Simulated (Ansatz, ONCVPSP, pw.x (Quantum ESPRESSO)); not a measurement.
**What a changed setting does to a pw.x run (fcc As)**

Potential: optimised norm-conserving Vanderbilt (ONCV), ONCVPSP 4.0.1, PBEsol; core [Ar] 3d10, reference 4s2 4p3; waves: 4s: rc 1.70 bohr, ncon 5, nbas 8, qcut 3 1/bohr, 1 projector; 4p: rc 1.95 bohr, ncon 4, nbas 7, qcut 5.4 1/bohr, 2 projectors, debl 2.2 Ha; d scattering state at 0.03 Ha: rc 1.85 bohr, ncon 4, nbas 7, qcut 4.6 1/bohr, 1 projector; local part: polynomial inside 1.40 bohr (lpopt 5, dvloc0 0 Ha); core correction: polynomial model core, fcfact 0.6.

The reference run (k-mesh 13³, cutoffs 125/500 Ry, Fermi–Dirac 0.01 Ry, mixing_beta 0.4, conv_thr 1e-9, no spin) gives -1.30 GPa at 18.557 Å³/atom, where all-electron LAPW gives -0.48 GPa. This run, with its own iteration cap, changes nosym to true.

```
&control
  calculation='scf', prefix='x', pseudo_dir='./', outdir='./tmp', tstress=.true., disk_io='none'
/
&system
  ibrav=0, nat=1, ntyp=1, ecutwfc=125, ecutrho=500, nbnd=9,
  occupations='smearing', smearing='fd', degauss=0.01, nosym=.true.
/
&electrons
  conv_thr=1e-09, mixing_beta=0.4, electron_maxstep=50
/
ATOMIC_SPECIES
As 1.0 As.UPF
CELL_PARAMETERS angstrom
  0.00000000 2.10132192 2.10132192
  2.10132192 0.00000000 2.10132192
  2.10132192 2.10132192 0.00000000
ATOMIC_POSITIONS crystal
As 0.0000 0.0000 0.0000
K_POINTS automatic
13 13 13 0 0 0
```

```bash
pw.x < As.scf.in > As.scf.out
```

**Question.** How does the run end?

**Answer.** It converges in 6 iterations; the free energy moves by +0.0 meV/atom and the pressure by +0.00 GPa. The result is that of the reference run.

```
lattice parameter (alat)  =       5.6157  a.u.
     unit-cell volume          =     125.2288 (a.u.)^3
     number of electrons       =         5.00
     number of Kohn-Sham states=            9
     kinetic-energy cutoff     =     125.0000  Ry
     charge density cutoff     =     500.0000  Ry
     scf convergence threshold =      1.0E-09
     Exchange-correlation= PBESOL
     number of k points=  1099  Fermi-Dirac smearing, width (Ry)=  0.0100
     iteration #  1     ecut=   125.00 Ry     beta= 0.40
     c_bands:  1 eigenvalues not converged
     total energy              =     -20.22735561 Ry
     estimated scf accuracy    <       0.00162677 Ry
     iteration #  2     ecut=   125.00 Ry     beta= 0.40
     total energy              =     -20.22723365 Ry
     estimated scf accuracy    <       0.00042314 Ry
     iteration #  3     ecut=   125.00 Ry     beta= 0.40
     total energy              =     -20.22727322 Ry
     estimated scf accuracy    <       0.00000382 Ry
     iteration #  4     ecut=   125.00 Ry     beta= 0.40
     total energy              =     -20.22727424 Ry
     estimated scf accuracy    <       0.00000002 Ry
     iteration #  5     ecut=   125.00 Ry     beta= 0.40
     total energy              =     -20.22727426 Ry
     estimated scf accuracy    <          1.4E-09 Ry
     iteration #  6     ecut=   125.00 Ry     beta= 0.40
     the Fermi energy is     9.2124 ev
!    total energy              =     -20.22727426 Ry
     estimated scf accuracy    <          3.5E-12 Ry
     smearing contrib. (-TS)   =      -0.00283301 Ry
     The total energy is F=E-TS. E is the sum of the following terms:
     one-electron contribution =       5.20318815 Ry
     hartree contribution      =       0.24907882 Ry
     xc contribution           =     -11.24409975 Ry
     ewald contribution        =     -14.43260848 Ry
     convergence has been achieved in   6 iterations
          total   stress  (Ry/bohr**3)                   (kbar)     P=      -13.04
     Message from routine punch:
     Nothing written, as per user request (disk_io='none')
```

The run took about 2 min on one core of a shared host (AMD EPYC 9R45 96-Core Processor, 96 threads, 376 GiB, load 32).
